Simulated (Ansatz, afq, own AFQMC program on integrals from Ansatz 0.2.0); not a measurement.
# HCl + SiH, doublet in cc-pVTZ along one coordinate

```yaml
atoms:
  - { symbol: Cl, position_ang: [-1.4184, 0.0227, 0.0000] }
  - { symbol: H, position_ang: [-0.1396, 0.0227, 0.0000] }
  - { symbol: Si, position_ang: [1.7196, 0.0227, 0.0000] }
  - { symbol: H, position_ang: [2.1160, -1.4568, 0.0000] }
```

A hydrogen atom is moved from one rigid fragment to the other; the Cl1–H2 distance tells how far. The two fragments are held close together, so this isn't a minimum-energy path and the start is a compressed complex. Energies in mEh count from this geometry (1.279 Å) at the same level; the start stands on UHF, each point on the determinant named.

Basis cc-pVTZ. Only valence electrons are correlated. Ansatz 0.2.0 and our own AFQMC program on the same integrals; the CISD trial comes from CCSD amplitudes, and released means the phaseless constraint is let go. Uncertainties: one standard error, sampling alone.

Cautions, each for one point or more: an unrestricted solution with more broken spin lies lower; higher spins were not checked; strong correlation; the determinant is a saddle point among determinants of its kind; the ph-AFQMC/CISD walk drifts between its halves; unrestricted determinant slightly spin contaminated; unrestricted determinant spin contaminated; walk and cluster series may follow different spin states.

```
r(Cl1–H2) / Å  det.     T1  weight  ⟨S²⟩   PBE  PBE0  CCSD(T)
        1.399   UHF  0.017    0.84  0.79  -3.4  -1.4      1.1
        1.458   UHF  0.018    0.84  0.80  -2.5   0.3      3.6
        1.518   UHF  0.019    0.84  0.80  -0.5   2.9      6.9
        1.578  UHF¶  0.074    0.73  1.07   2.4   6.4     11.0
        1.698  UHF¶  0.087    0.70  1.19  12.2  16.8     21.8
```

(1) Estimate the curve of CCSDT(Q), counted from the same start.

Answers

(1) 
| r(Cl1–H2) / Å | det. | T1 | weight | ⟨S²⟩ | CCSDT(Q) | ph-AFQMC/CISD | released AFQMC |
| --- | --- | --- | --- | --- | --- | --- | --- |
| 1.399 | UHF | 0.017 | 0.84 | 0.79 | 0.9 | 1.0 ± 0.3 | – |
| 1.458 | UHF | 0.018 | 0.84 | 0.80 | 3.4 | 3.2 ± 0.3 | 3.9 ± 0.5 |
| 1.518 | UHF | 0.019 | 0.84 | 0.80 | 6.6 | 6.3 ± 0.3 | – |
| 1.578 | UHF¶ | 0.074 | 0.73 | 1.07 | 10.4 | 10.7 ± 0.3 | 11.2 ± 0.5* |
| 1.698 | UHF¶ | 0.087 | 0.70 | 1.19 | 20.7 | 21.3 ± 0.3 | – |

Weight is that of the determinant in the CISD state; at the start T1 is 0.015 and the weight 0.85, and ⟨S²⟩ is 0.78. ¶ marks points with a poor determinant and no full CI, where no value is sure; they don't count among the departures. An asterisk marks released energies that aren't shown to be converged. Symmetry can't show for every point that it stays on the start's state. A dash marks a missing value, a released energy that hasn't settled or a functional that sits on another state. Largest departures from CCSDT(Q), at the points where its series has closed: CCSD(T) 0.3 mEh at 1.518 (on UHF), ph-AFQMC/CISD -0.2 mEh at 1.518 (on UHF) (within the noise), PBE -7.1 mEh at 1.518, PBE0 -3.7 mEh at 1.518. Functionals count only at points shown to share the start's state and spin. In total energy ph-AFQMC/CISD lies 22 ± 6 meV above CCSDT(Q) at the start, so its agreement along the curve rests in part on cancellation.

CCSDT and higher add their correlation energy to the determinant of the CCSD(T) run, since their own runs factorise the integrals more tightly (a shift of under 2 meV). A walk keeps the symmetry of its determinant, which the program's search chose and which needn't be the lowest solution, so a lower state of the same spin and another symmetry isn't excluded.
